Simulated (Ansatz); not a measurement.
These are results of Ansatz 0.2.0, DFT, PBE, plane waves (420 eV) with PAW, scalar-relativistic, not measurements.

An element in the bcc structure gives this curve. The cell is scaled uniformly from the relaxed one, with fractional coordinates and shape fixed. Energies are extrapolated to zero smearing, pressures are those at the given smearing. Magnetic state: spin not included.

```json
{"V (Å³/atom)": "15.951", "E − E₀ (meV/atom)": "169.9", "P (GPa)": "27.70"}
{"V (Å³/atom)": "16.676", "E − E₀ (meV/atom)": "71.1", "P (GPa)": "16.84"}
{"V (Å³/atom)": "17.401", "E − E₀ (meV/atom)": "16.8", "P (GPa)": "7.81"}
{"V (Å³/atom)": "18.126", "E − E₀ (meV/atom)": "-0.1", "P (GPa)": "0.30"}
{"V (Å³/atom)": "18.851", "E − E₀ (meV/atom)": "14.1", "P (GPa)": "-5.92"}
{"V (Å³/atom)": "19.576", "E − E₀ (meV/atom)": "54.0", "P (GPa)": "-11.07"}
{"V (Å³/atom)": "20.301", "E − E₀ (meV/atom)": "115.1", "P (GPa)": "-15.31"}
```

Q: Which element is it?
A. lithium
B. arsenic
C. germanium
D. niobium

A: D. Its fit is V₀ = 18.14 Å³/atom, B₀ = 170 GPa, B₀′ = 3.6.
